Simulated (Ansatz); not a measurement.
Consider the isomerisation: `N/C=C/C=O` → `COCC#N`.

Calculated with Ansatz (gas phase, PBE0-D4/def2-TZVP geometries, no zero-point term in ΔE). CCSD(T)/CBS adds triple-zeta CCSD(T) − MP2 to the extrapolated MP2 energy (def2 sets, frozen cores). This one scheme is used for every species. Functionals use def2-TZVPP. B3LYP here is the variant with VWN-RPA as its local correlation; programs differ in this. Each species was taken in one conformer, which may not be the lowest.

| level | ΔE (kJ/mol) |
| --- | --- |
| B97M-V | 73.8 |
| B3LYP-D4 | 68.8 |
| BHLYP-D4 | 58.9 |
| B2PLYP | 54.2 |
| revPBE | 79.6 |
| BHLYP | 58.8 |
| CAM-B3LYP | 60.5 |
| CCSD(T)/def2-SVP | 32.8 |

(1) What does CCSD(T)/CBS give? (Estimate.)

Largest T1 diagnostic among the species: 0.016.

## Answers

(1) The calculation gave: +44.3 kJ/mol. The listed levels differ from it by 29.5, 24.5, 14.6, 9.9, 35.3, 14.5, 16.2, -11.5 kJ/mol.

From BLYP to BHLYP (50 % exact exchange), in def2-TZVPP and without D4, ΔE moves by −14.6 kJ/mol. At CCSD(T), def2-SVP lies −11.5 kJ/mol from the extrapolated value and def2-TZVPP −9.3 kJ/mol. Leaving LDA and LC-ωPBE aside and taking each functional with its dispersion term where it has one, the values, not all of them listed here, spread over 34.4 kJ/mol, from ωB97X-V to PBE-D4. LDA lies +18.4 kJ/mol from PBE without D4.
